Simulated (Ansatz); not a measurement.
1T (CdI2-type) SnSe2 was calculated with rVV10 in Ansatz (plane waves, PAW).

Settings: plane-wave cutoff 520 eV, 12×12×6 k mesh (along the axes of the cell as run), Fermi–Dirac smearing 0.01 eV, scalar-relativistic PAW data made under PBE.

The cell is scaled about its equilibrium volume:

Shape and atoms are relaxed at each volume.

```tsv
V (Å³/atom)	P (GPa)	smallest gap on the k mesh (eV)	c (Å)	a (Å)
25.949	1.44	0.000	5.867	3.914
26.489	0.69	0.072	5.965	3.922
27.030	0.01	0.146	6.053	3.933
27.571	-0.55	0.225	6.146	3.942
28.111	-0.96	0.312	6.246	3.948
```

Measured, for comparison: band gap 0.98 eV (temperature not stated, no zero-point or thermal correction, indirect, our sources range from 0.98 to 1.06; as tabulated in Gonzalez and Oleynik (2016), arXiv:1609.04381).

Note: the bulk modulus comes from volumes at which shape and atoms were relaxed.

Spin–orbit coupling is not included.

Ansatz is a quantum-chemistry and plane-wave program.
